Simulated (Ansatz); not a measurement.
# BCl3: the cost of one run

Program: Ansatz 0.2.0, Gaussian basis. Level of theory: cc-pV(T+d)Z, core rule «outside noble gas», up to 16 orbitals frozen. These are calculated values, not measurements.

Plan: UHF; CCSD(T) on RHF; BCCD(T) on RHF; CASSCF and NEVPT2, 18 electrons in 13 orbitals.

19 further runs of the same task are left out: 2 that didn't finish, 17 set aside as unsound or not needed.

## 1. The geometry

The geometry is an MP2(full)/6-31G* stationary point (not a proven minimum).

4 atoms, charge 0, spin multiplicity 1.

Atoms are counted from 1 here; the program's logs count them from 0.

Bond lengths: B1–Cl2 1.735 Å, B1–Cl3 1.735 Å, B1–Cl4 1.735 Å. Angles: Cl2–B1–Cl3 120.0°, Cl2–B1–Cl4 120.0°, Cl3–B1–Cl4 120.0°.

## 2. UHF

The input, in.yaml:

```yaml
crystal:
  periodic: [false, false, false]
  atoms:
    - {symbol: B, position_ang: [0.000000, 0.000000, 0.000000]}
    - {symbol: Cl, position_ang: [0.000000, 1.735352, 0.000000]}
    - {symbol: Cl, position_ang: [1.502859, -0.867676, 0.000000]}
    - {symbol: Cl, position_ang: [-1.502859, -0.867676, 0.000000]}
basis:
  gaussian: {orbitals: "cc-pV(T+d)Z.json"}
magnetization: {spin_polarized: true, initial_magnetization: 0}
hamiltonian: {xc: hf}
output: {orbitals: {seedname: orbitals}}
```

The run is started by

```bash
> ansatz run in.yaml --threads 1 --pin off --events-out ev --progress --plain --max-ram 4096MiB --backend cpu
```

Q: Estimate wall time and peak memory on 1 thread of AMD EPYC 7R13, shared host.

About 6.5 s, with a peak of 0.45 GiB.
